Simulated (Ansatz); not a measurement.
`FCSS` → `[CH]F` + `SS` at 298.15 K and 1 bar (formal loss of a carbene).

Isolated molecules relaxed with PBE0-D4/def2-TZVP in Ansatz; ΔE leaves out vibrations. CBS: MP2 limit from def2 TZ/QZ plus the TZ coupled-cluster correction, frozen cores. This one scheme is used for every species. One conformer a species, not always the lowest.

```
species  CCSD(T)/CBS energy (Eh)  H − E (kJ/mol)  S (J/(mol·K))
 `FCSS`               -935.18707           124.7          312.6
`[CH]F`               -138.29972            42.7          223.2
   `SS`               -796.74576            60.1          251.3
```

H − E and S are ideal-gas, rigid-rotor, harmonic terms from PBE0-D4/def2-TZVP, for one conformer and one mirror image of each species. 1 Eh = 2625.50 kJ/mol, R = 8.31446 J/(mol·K).

By hand: ΔE, ΔH, ΔS and ΔG.

ΔE = (-138.29972) + (-796.74576) − (-935.18707) = 0.14159 Eh = 371.7 kJ/mol. Δ(H − E) = 42.7 + 60.1 − 124.7 = -21.9, so ΔH = 349.8 kJ/mol. ΔS = 223.2 + 251.3 − 312.6 = 161.9 J/(mol·K). ΔG = 349.8 − 298.15 × (161.9)/1000 = 301.5 kJ/mol.

By hand: the equilibrium constant, and the temperature at which ΔG would vanish if ΔH and ΔS stayed fixed.

log₁₀ K = −ΔG/(RT ln 10) = -52.8. ΔG = 0 at ΔH/ΔS = 2161 K.

The number of gas molecules changes by +1, which sets the sign of ΔS. A doubt of 5 kJ/mol in ΔE shifts log₁₀ K by 0.9 here. Other conformers and mirror images would add mixing entropy, several J/(mol·K) or more a flexible species. These are equilibria of isolated gas molecules and say nothing of rates. Largest T1 diagnostic: 0.018 (customary marks: 0.02 for closed shells, 0.045 for open ones).
